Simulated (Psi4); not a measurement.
# OMP2/aug-cc-pVDZ (density fitting for correlation) run of AlH2ClO (SMILES [OH][AlH][Cl])

Aim: the vertical ionisation energy of AlH2ClO at OMP2/aug-cc-pVDZ (density fitting for correlation), from 2 runs. 

The results are computed with Psi4 1.11.

3 further runs of the same task are left out: 3 that didn't finish.

## 1. The molecule

AlH2ClO: 5 atoms, total charge 0, spin state singlet. SMILES: `[OH][AlH][Cl]`. The coordinates come from a PBE0-D4/def2-TZVP relaxation. This is one conformer, not always the lowest.

Bond lengths: O1–Al2 1.684 Å, Al2–Cl3 2.096 Å, O1–H4 0.956 Å, Al2–H5 1.563 Å. Angles: O1–Al2–Cl3 119.8°, O1–Al2–H5 119.3°, Cl3–Al2–H5 120.9°, Al2–O1–H4 124.3°.

## 2. The energy at OMP2/aug-cc-pVDZ (density fitting for correlation)

The input, job.py:

```python
import psi4

psi4.set_memory('1600 MB')
psi4.set_num_threads(1)
psi4.set_output_file('output.dat', False)

molecule = psi4.geometry("""
0 1
O     -1.110100     0.370900    -0.514400
Al     0.431000     0.184900     0.137500
Cl     1.114900    -1.725400     0.662800
H     -1.719500    -0.349100    -0.669500
H      1.333500     1.445000     0.342200
symmetry c1
no_reorient
no_com
""")

psi4.set_options({
    'basis': 'aug-cc-pVDZ',
    'puream': True,
    'e_convergence': 1e-09,
    'd_convergence': 1e-08,
    'scf_type': 'pk',
    'num_frozen_docc': 11,
})

e_tot = psi4.energy('omp2', molecule=molecule)
print(f'omp2 energy: {e_tot:.10f} Eh')
for k, v in sorted(psi4.core.scalar_variables().items()):
    print(f'{k:45s} {v:18.10f}')
```

On the command line:

```
$ python job.py
```

output.dat, cut to the lines that bear on the results:

```text
[...]
  Running in c1 symmetry.
[...]
  Nuclear repulsion =  129.301590769676494
[...]
  Multiplicity = 1
[...]
  Nalpha       = 20
  Nbeta        = 20
[...]
    Number of basis functions: 95
[...]
   @RHF iter   1:  -777.47570206896421   -8.26918e-01   5.63049e-03 ADIIS/DIIS
[...]
   @RHF iter  11:  -777.59211820623329   -1.13687e-12   2.96669e-09 DIIS
[...]
    Orbital Energies [Eh]
    ---------------------
    Doubly Occupied:
       1A   -104.822423     2A    -58.527385     3A    -20.564311
       4A    -10.551053     5A     -8.017987     6A     -8.015963
       7A     -8.015824     8A     -4.939138     9A     -3.254694
      10A     -3.253911    11A     -3.251931    12A     -1.325743
      13A     -1.084022    14A     -0.704317    15A     -0.577385
      16A     -0.530012    17A     -0.516695    18A     -0.483268
      19A     -0.472090    20A     -0.458127
[...]
  @RHF Final Energy:  -777.59211820623329
   => Energetics <=
    Nuclear Repulsion Energy =            129.3015907696764941
    One-Electron Energy =               -1335.0548609141421821
    Two-Electron Energy =                 428.1611519382324218
    Total Energy =                       -777.5921182062331809
[...]
 Multipole Moments:
 ------------------------------------------------------------------------------------
     Multipole            Electronic (a.u.)      Nuclear  (a.u.)        Total (a.u.)
 ------------------------------------------------------------------------------------
 L = 1.  Multiply by 2.5417464519 to convert [e a0] to [Debye]
 Dipole X            :        -29.1344317           28.8929676           -0.2414641
 Dipole Y            :         43.1997261          -43.2085879           -0.0088617
 Dipole Z            :        -16.3723654           16.2754552           -0.0969101
 Magnitude           :                                                    0.2603363
[...]
	Warning: cc_lambda option is changed to TRUE
	For this residual convergence, default PCG convergence is:     1.00e-07
[...]
	DF-MP2 Total Energy (a.u.)         :  -778.00675003154231
[...]
	DF-MP2 Total Energy (a.u.)         :  -778.01118293799323
[...]
	DF-OMP2 Total Energy (a.u.)        :  -778.01118293801278
[...]
```

On the terminal:

```text
omp2 energy: -778.0111829380 Eh
CURRENT CORRELATION ENERGY                         -0.4190647318
CURRENT ENERGY                                   -778.0111829380
CURRENT REFERENCE ENERGY                         -777.5921182062
DD SOLVATION ENERGY                                 0.0000000000
HF KINETIC ENERGY                                 777.5297402734
HF POTENTIAL ENERGY                             -1555.1218584796
HF TOTAL ENERGY                                  -777.5921182062
HF VIRIAL RATIO                                     2.0000802258
MP2 CORRELATION ENERGY                             -0.4146318253
MP2 DOUBLES ENERGY                                 -0.4146318253
MP2 SINGLES ENERGY                                  0.0000000000
MP2 TOTAL ENERGY                                 -778.0067500315
NUCLEAR REPULSION ENERGY                          129.3015907697
OMP2 CORRELATION ENERGY                            -0.4190647318
OMP2 REFERENCE CORRECTION ENERGY                    0.0047589785
OMP2 TOTAL ENERGY                                -778.0111829380
ONE-ELECTRON ENERGY                             -1335.0548609141
PCM POLARIZATION ENERGY                             0.0000000000
PE ENERGY                                           0.0000000000
SCF ITERATION ENERGY                             -777.5921182062
SCF ITERATIONS                                     11.0000000000
SCF TOTAL ENERGY                                 -777.5921182062
SCS(N)-MP2 CORRELATION ENERGY                     777.5921182062
SCS(N)-MP2 TOTAL ENERGY                             0.0000000000
SCS(N)-OMP2 CORRELATION ENERGY                    777.5921182062
SCS(N)-OMP2 TOTAL ENERGY                            0.0000000000
SCS-MP2 CORRELATION ENERGY                        777.5921182062
SCS-MP2 TOTAL ENERGY                                0.0000000000
SCS-OMP2 CORRELATION ENERGY                       777.5921182062
SCS-OMP2 TOTAL ENERGY                               0.0000000000
SOS-MP2 CORRELATION ENERGY                        777.5921182062
SOS-MP2 TOTAL ENERGY                                0.0000000000
SOS-OMP2 CORRELATION ENERGY                       777.5921182062
SOS-OMP2 TOTAL ENERGY                               0.0000000000
TWO-ELECTRON ENERGY                               428.1611519382
```

It took 20 s on 1 thread of Intel Xeon Platinum 8488C (Sapphire Rapids), shared host; peak memory 0.42 GiB.

## 3. The doublet cation, same level

The input, alclh2o.py:

```python
import psi4

psi4.set_memory(1600000000)
psi4.set_num_threads(1)
psi4.core.set_output_file('run.log', False)

m = psi4.geometry("""
1 2
O
Al 1 1.683615
Cl 2 2.095926 1 119.76313
H 1 0.955942 2 124.27312 3 0.01449
H 2 1.563413 1 119.34401 4 -179.99691
symmetry c1
no_reorient
no_com
""")

psi4.set_options({
    'basis': 'aug-cc-pVDZ',
    'reference': 'uhf',
    'puream': True,
    'e_convergence': 1e-09,
    'd_convergence': 1e-08,
    'scf_type': 'pk',
    'num_frozen_docc': 11,
    'maxiter': 100,
    'soscf': True,
    'soscf_start_convergence': 0.001,
})

E = psi4.energy('omp2')
print(f'omp2 energy: {E:.10f} Eh')
```

On the command line:

```
$ python alclh2o.py
```

run.log, cut to the lines that bear on the results:

```text
[...]
  Running in c1 symmetry.
[...]
  Nuclear repulsion =  129.301580354118926
[...]
  Multiplicity = 2
[...]
  Nalpha       = 20
  Nbeta        = 19
[...]
    Number of basis functions: 95
[...]
   @UHF iter   1:  -777.02024868260582   -3.71465e-01   5.68628e-03 ADIIS/DIIS
[...]
   @UHF iter  66:  -777.18611079704624   -1.93268e-12   6.20637e-09 SOSCF, nmicro=conv
[...]
   @S^2 Observed:                7.593015005E-01
[...]
  @UHF Final Energy:  -777.18611079704624
   => Energetics <=
    Nuclear Repulsion Energy =            129.3015803541189257
    One-Electron Energy =               -1323.8859049328584661
    Two-Electron Energy =                 417.3982137816934141
    Total Energy =                       -777.1861107970462399
  UHF NO Occupations:
  HONO-2 :   18  A 1.9991403
  HONO-1 :   19  A 1.9965693
[...]
 Multipole Moments:
 ------------------------------------------------------------------------------------
     Multipole            Electronic (a.u.)      Nuclear  (a.u.)        Total (a.u.)
 ------------------------------------------------------------------------------------
 L = 1.  Multiply by 2.5417464519 to convert [e a0] to [Debye]
 Dipole X            :         -0.0003503            0.0000669           -0.0002834
 Dipole Y            :         -3.2621727            2.2317054           -1.0304673
 Dipole Z            :          3.2557975           -2.3289946            0.9268029
 Magnitude           :                                                    1.3859389
[...]
	Warning: cc_lambda option is changed to TRUE
	For this residual convergence, default PCG convergence is:     1.00e-07
[...]
	DF-SCS-MP2 Total Energy (a.u.)     :  -777.56047313244312
	DF-SOS-MP2 Total Energy (a.u.)     :  -777.55747853946662
[...]
	DF-SCS-OMP2 Total Energy (a.u.)    :  -777.56776924579299
	DF-SOS-OMP2 Total Energy (a.u.)    :  -777.53196824255394
	DF-SCS(N)-OMP2 Total Energy (a.u.) :  -777.35166544791150
[...]
	DF-OMP2 Total Energy (a.u.)        :  -777.57781590280229
[...]
```

On the terminal:

```text
omp2 energy: -777.5778159028 Eh
```

Wall time 1.9 min (1 thread of Intel Xeon Platinum 8488C (Sapphire Rapids), shared host); peak memory 0.42 GiB.

## 4. Results

Level: OMP2/aug-cc-pVDZ (density fitting for correlation), 11 core orbitals frozen.

| quantity | value |
| --- | --- |
| singlet AlH2ClO: total energy | -778.01118 Eh |
| singlet AlH2ClO: HOMO energy (Hartree–Fock orbitals) | -12.47 eV |
| singlet AlH2ClO: LUMO energy (Hartree–Fock orbitals) | 0.80 eV |
| singlet AlH2ClO: HOMO–LUMO gap (Hartree–Fock orbitals) | 13.26 eV |
| singlet AlH2ClO: correlation energy (11 core orbitals frozen) | -419.1 mEh |
| doublet cation: total energy | -777.57782 Eh |
| doublet cation: HOMO energy (Hartree–Fock orbitals) (highest over α and β) | -18.41 eV |
| doublet cation: LUMO energy (Hartree–Fock orbitals) (lowest over α and β) | -9.65 eV |
| doublet cation: correlation energy (11 core orbitals frozen) | -391.7 mEh |
| doublet cation: ⟨S²⟩ of the reference determinant | 0.759 |
| vertical ionisation energy (to the doublet cation) | 11.793 eV |

The vertical ionisation energy comes to 11.79 eV (1138 kJ/mol).
